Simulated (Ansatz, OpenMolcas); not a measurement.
## From OpenMolcas to Ansatz

OpenMolcas 26.06 runs this on BH3 (borane):

struct.xyz:
```
4

B      0.158940     0.563211    -0.029148
H      1.127240     0.960011     0.544752
H     -0.276200    -1.171800     0.043000
H     -0.519360     1.323211    -0.650948
```

test.inp:
```
>>> EXPORT MOLCAS_PRINT=2

&GATEWAY
 BasLib = $CurrDir
 Coord = struct.xyz
 Basis = def2-TZVPPD
 Group = NoSym

&SEWARD

&SCF
 Thresholds = 1e-10 1e-07 1e-07 1e-05
 PrOrbitals = 1 1

&RASSCF
 FileOrb = $Project.ScfOrb
 Spin = 1
 Nactel = 0 0 0
 Inactive = 4
 Ras2 = 0
 OutOrbitals = Canonical
 OrbListing = Nothing

&MOTRA
 JobIph
 Frozen = 1

&CCSDT
 CCT
 Triples = 2
 Iterations = 80
 Accuracy = 1e-08
 Extrapolation = 5 4
```

```bash
$ export MOLCAS_MEM=1860
$ pymolcas test.inp > test.log
```

(Basis files named in the input come from the Basis Set Exchange and aren't shown.)

The B1–H3 distance was set to 1.790 Å, away from the relaxed value.

A bond is far stretched, where a restricted reference may be unsound.

It gives a total energy of -26.471483 Eh.

Q: How is this level of theory, on these atoms, set up in Ansatz 0.2.0 as an input file of the program's own?

A: For example:

job.yaml:
```yaml
crystal:
  periodic: [false, false, false]
  atoms:
    - {symbol: B, position_ang: [0.158940, 0.563211, -0.029148]}
    - {symbol: H, position_ang: [1.127240, 0.960011, 0.544752]}
    - {symbol: H, position_ang: [-0.276200, -1.171800, 0.043000]}
    - {symbol: H, position_ang: [-0.519360, 1.323211, -0.650948]}
basis:
  gaussian: {orbitals: def2-TZVPPD.json}
correlation: {method: ccsd_t, frozen_orbitals: {B: 1, H: 0}}
accuracy: high
scf: {omitted_lower_state_checks: [cluster_reference, increment]}
```

```bash
$ ansatz run job.yaml --threads 1 --pin off --max-ram 3480MiB --events-out events.jsonl --progress --plain --runs-dir runs
```

(Basis files named in the input come from the Basis Set Exchange and aren't shown.)

Its energy is -26.471483 Eh, 0.000 mEh from the first.
